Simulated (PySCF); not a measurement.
Gas-phase reaction: 6 SiOCl2 = 3 SiO + O3 + 3 SiCl4

Computed with PySCF and rigid-rotor harmonic-oscillator thermochemistry at 1 bar. † marks an energy on the PBE0/def2-TZVP geometry and frequencies; other levels use their own. MP2 and CCSD(T) freeze the core. 6-31G* has spherical d functions here. All species are closed-shell singlets. B3LYP is the form with VWN-RPA correlation. SiOCl2: computed as isolated molecules; such fragments, hydroxides, amides, oligomers or adducts are transient or little studied in the gas. MP2 isn't extrapolated to the basis-set limit. CCSD(T) isn't extrapolated to the basis-set limit. Strong static correlation: O3. Warning, large T1 diagnostic: O3, SiO (CCSD(T)/def2-TZVPP†).

```
level                ΔH°(298 K), kJ
-------------------  --------------
B3LYP/def2-TZVP†         (withheld)
BLYP/def2-TZVP†                 621
CCSD(T)/def2-TZVPP†             618
HF/6-31G*                       629
HF/def2-TZVP†                   743
MP2/def2-SVP†            (withheld)
PBE0/def2-SVP†           (withheld)
PBE0/def2-TZVP           (withheld)
LDA/def2-TZVP†                  639
ωB97X-V/def2-TZVP†              629
```

### Question
Some entries are withheld; supply them.

### Answer

- B3LYP/def2-TZVP†, ΔH°(298 K), kJ: 652
- MP2/def2-SVP†, ΔH°(298 K), kJ: 501
- PBE0/def2-SVP†, ΔH°(298 K), kJ: 524
- PBE0/def2-TZVP, ΔH°(298 K), kJ: 647
